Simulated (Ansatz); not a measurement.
Molecule: trifluoroborane, BF₃ (charge 0, singlet). SMILES: FB(F)F
Geometry: optimised at B3LYP-D3(BJ)/def2-TZVP (Ansatz, a quantum-chemistry and plane-wave program).

MP2/6-31G* beside other levels, property by property. Terms: open shells spin-unrestricted; valence correlation only; non-relativistic; no dispersion term unless named; 6-31G* and kin with 6d, 5d where marked; no spin-orbit coupling; atomisation electronic, to ground-state atoms. CBS(X,Y): correlation extrapolated as X^-3; Hartree-Fock from the larger set. Ab initio and DFT rows: single points at B3LYP-D3(BJ) geometries (Ansatz), with unscaled harmonic terms from B3LYP/6-31G* at its own minima, enthalpies of formation by atomisation with measured atoms.

Measured values: G2/97 table in ASE (Curtiss et al.); they hold spin-orbit and core effects, anharmonicity. Coupled cluster (Ansatz) is a level with limits of its own, used here on species with T1 under 0.025 (0.045 for open shells) and stable references: CCSD(T)/CBS(cc-pVTZ,cc-pVQZ).

```tsv
property	MP2/6-31G* (Ansatz)	HF/3-21G (Ansatz)	B3LYP/6-31G* (Ansatz)	PBE/def2-TZVPD (Ansatz)	to compare with
B-F bond dissociation enthalpy at 298 K, to F[B]F + F atom (kcal/mol)	173.0	129.3	171.0	168.4	171.9 coupled cluster
enthalpy of formation at 298 K (kcal/mol)	-276.7	-140.3	-273.2	-281.2	-271.4 measured
atomisation energy (kcal/mol)	475.6	339.1	472.1	480.0	469.5 coupled cluster
```

As the rows show:
- B-F bond dissociation enthalpy at 298 K, to F[B]F + F atom: MP2/6-31G* lies 1.1 kcal/mol above coupled cluster.
- enthalpy of formation at 298 K: MP2/6-31G* lies 5.3 kcal/mol below the measured value.
- atomisation energy: MP2/6-31G* lies 6.1 kcal/mol above coupled cluster.

The properties are those with a value to compare with, at most eight drawn at random. No case is left out for the size of its miss. Left out are saddle points of the reference geometry, anions that the best level run finds unbound, excited spin states, species near biochemistry, cases with under five habitual levels, runs that failed or whose electronic state is in doubt, and table entries that another table contradicts.
